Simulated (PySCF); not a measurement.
**Converging SiF⁻ in the basis (CCSD(T))**

PySCF, UHF reference; triplet, unpaired electrons π ↑↑; De to Si + F⁻ without counterpoise correction. Frozen cores follow the default of each basis and core potential.

```
         basis     relativity  functions  Re (Å)  ωe (cm⁻¹)  De (eV)  frozen orbitals
     def2-SVPD  no relativity         47   1.794        580     2.80                6
aug-cc-pVDZ-DK  spin-free X2C         50   1.763        612      n/a                6
   def2-TZVPPD  no relativity         88   1.709        646     3.32                6
```

Task: How does each smaller set differ from the one with most functions, def2-TZVPPD?

Result: def2-SVPD: +8.5 pm, -10.2 % in ωe, -0.52 eV in De; aug-cc-pVDZ-DK: +5.4 pm, -5.3 % in ωe. All at CCSD(T); the set with most functions is neither the basis-set limit nor always the best. The rows treat relativity differently, so the differences are not basis effects alone.

Correlated steps freeze 6 core orbitals. Correlated levels converge slowly with the basis: in double zeta they bind strong bonds too weakly, by up to about 1 eV, and carry superposition errors of some tenths. For an ion De counts to the pair picked by the measured ionisation energies or electron affinities, which need not be the lowest pair at this level. The state is the lowest determinant that a PBE0 search found; another state may lie lower at other levels.
